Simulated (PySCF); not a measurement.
Potential energy curve for CH₄O, SMILES CO. The C1–O5 bond (C1 also carries H, H, H; O5 carries H) is pulled apart rigidly from the PBE0/def2-TZVP optimised geometry.

- UHF/3-21G = unrestricted Hartree-Fock/3-21G run with PySCF
- UKS-B3LYP/LANL2DZ = unrestricted B3LYP/LANL2DZ run with PySCF 2.14.0
- UKS-B3LYP/3-21G = unrestricted B3LYP/3-21G (PySCF)
- UCCSD(T) = CCSD(T) on UHF/cc-pVDZ, 2 core orbitals frozen run with PySCF

Energies relative to the lowest point of each curve near equilibrium, in kJ/mol; the last columns give the difference from UCCSD(T):

| R / Å | UHF/3-21G | UKS-B3LYP/LANL2DZ | UKS-B3LYP/3-21G | UCCSD(T) | UHF/3-21G − UCCSD(T) | UKS-B3LYP/LANL2DZ − UCCSD(T) | UKS-B3LYP/3-21G − UCCSD(T) |
|---|---|---|---|---|---|---|---|
| 1.13 | 309.7 | 320.7 | 307.9 | 269.3 | 40.4 | 51.4 | 38.6 |
| 1.20 | 159.9 | 169.9 | 162.3 | 132.3 | 27.5 | 37.5 | 29.9 |
| 1.28 | 60.7 | 68.3 | 64.8 | 45.0 | 15.7 | 23.3 | 19.7 |
| 1.32 | 31.8 | 37.8 | 35.6 | 21.0 | 10.7 | 16.8 | 14.5 |
| 1.35 | 17.0 | 21.8 | 20.3 | 9.6 | 7.4 | 12.1 | 10.7 |
| 1.41 | 1.8 | 3.5 | 3.1 | 0.0 | 1.8 | 3.5 | 3.1 |
| 1.44 | 0.0 | 0.0 | 0.0 | 0.5 | -0.5 | -0.5 | -0.5 |
| 1.50 | 5.6 | 1.6 | 2.3 | 9.2 | -3.6 | -7.6 | -6.9 |
| 1.56 | 20.7 | 12.0 | 13.3 | 25.6 | -4.9 | -13.6 | -12.3 |
| 1.64 | 51.3 | 35.1 | 37.6 | 55.0 | -3.6 | -19.9 | -17.4 |
| 1.74 | 100.6 | 73.0 | 77.5 | 98.0 | 2.6 | -25.0 | -20.5 |
| 1.91 | 183.2 | 147.0 | 155.9 | 177.7 | 5.5 | -30.7 | -21.7 |
| 2.09 | 222.7 | 225.1 | 239.8 | 256.4 | -33.7 | -31.3 | -16.6 |
| 2.30 | 241.4 | 300.8 | 320.3 | 330.5 | -89.1 | -29.7 | -10.2 |
| 2.55 | 250.3 | 349.6 | 371.7 | 380.9 | -130.6 | -31.3 | -9.3 |
| 2.83 | 254.5 | 376.6 | 400.0 | 400.4 | -146.0 | -23.8 | -0.5 |
| 3.07 | 256.6 | 388.6 | 412.7 | 406.2 | -149.6 | -17.6 | 6.5 |
| 3.47 | 258.8 | 397.9 | 422.8 | 409.8 | -151.0 | -11.9 | 13.0 |
| 3.77 | 259.5 | 400.8 | 425.6 | 411.0 | -151.4 | -10.2 | 14.6 |
| 4.20 | 259.8 | 402.3 | 426.5 | 411.7 | -151.9 | -9.4 | 14.8 |
| 4.92 | 259.7 | 402.8 | 426.5 | 412.0 | -152.3 | -9.2 | 14.5 |

UHF/3-21G is furthest from UCCSD(T) at 4.92 (-152.3 kJ/mol, below); its mean absolute difference over the points is 60.9 kJ/mol.

UKS-B3LYP/LANL2DZ is furthest from UCCSD(T) at 1.13 (51.4 kJ/mol, above); its mean absolute difference over the points is 19.8 kJ/mol.

UKS-B3LYP/3-21G is furthest from UCCSD(T) at 1.13 (38.6 kJ/mol, above); its mean absolute difference over the points is 14.1 kJ/mol.

The unrestricted determinant behind UHF/3-21G, UCCSD(T) is spin-contaminated at 1.91 to 4.92 Å (<S²> up to 1.0, against 0.00 for a pure singlet). The unrestricted determinant behind UKS-B3LYP/LANL2DZ, UKS-B3LYP/3-21G is spin-contaminated at 2.30 to 4.92 Å (<S²> up to 1.0, against 0.00 for a pure singlet).
